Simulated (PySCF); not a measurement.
C₂H₃N₂ (doublet state).
SMILES with atom numbers: `[CH2:1]=[N:2][CH:3]=[N:4]` (hydrogens: H5, H6 on C1; H7 on C3)

Structure used (GFN2-xTB), in Å, numbered top down from 1:
```xyz
7
C2H3N2 angstrom
C      1.1519    0.2198    0.2574
N      0.1899   -0.5743    0.3154
C     -1.1435   -0.2801    0.0928
N     -1.9192    0.3105    0.8359
H      2.1309   -0.1587    0.5207
H      1.0862    1.2644   -0.0495
H     -1.4928   -0.7767   -0.8287
```

The hyperfine couplings belong to this conformer and change with its torsions.

Method used: UKS B3LYP, pcH-1 on C H N, non-relativistic, mean-field spin-orbit, GIAO in PySCF. Isolated species at its GFN2-xTB geometry (one conformer only). A GFN2-xTB geometry isn't a minimum of the functional, and hyperfine couplings can be far from their values at a DFT geometry. The frame is twisted about the N2–C3 bond at this geometry (dihedral C1–N2–C3–N4 = -75°); couplings at other torsion angles weren't computed.

Question: Match the computed a_iso(13C) values -64.1, -11.0 MHz with the sites C1; C3.

Answer: 
```tsv
site	a_iso (MHz)	ρ(0) (bohr⁻³)	position	distance from N4 (Å)	spin population	largest |T| (MHz)
C1	-11.0	-0.0098	3 bonds from N4	3.13	-0.02	3.3
C3	-64.1	-0.0570	1 bond from N4	1.23	-0.13	17.7
```

Question: The isotropic 14N couplings are +22.0, +19.5 MHz. Assign them to N2; N4.

Answer: 
| site | a_iso (MHz) | ρ(0) (bohr⁻³) | position | distance from N4 (Å) | spin population | largest \|T\| (MHz) |
| --- | --- | --- | --- | --- | --- | --- |
| N2 | +19.5 | +0.0603 | 2 bonds from N4 | 2.35 | +0.07 | 8.8 |
| N4 | +22.0 | +0.0680 | largest spin population | 0.00 | +0.96 | 83.1 |

Question: The isotropic 1H couplings are +218.3, +15.5, +5.1 MHz. Assign them to H5; H6; H7.

Answer: 
```
site  a_iso (MHz)  ρ(0) (bohr⁻³)                                         position  distance from N4 (Å)  bound to  spin population there  largest |T| (MHz)
  H5        +15.5        +0.0035                                  4 bonds from N4                  4.09        C1                  -0.02                2.4
  H6         +5.1        +0.0012                                  4 bonds from N4                  3.28        C1                  -0.02                4.6
  H7       +218.3        +0.0488  2 bonds from N4, on C3 of spin population -0.13                  2.03        C3                  -0.13                8.9
```

ρ(0) is the spin density at the nucleus and T the dipolar tensor. The Mulliken spin populations are largest on N4 (+0.96), C3 (-0.13), H7 (+0.11) and N2 (+0.07). N4 is the only atom above +0.15.
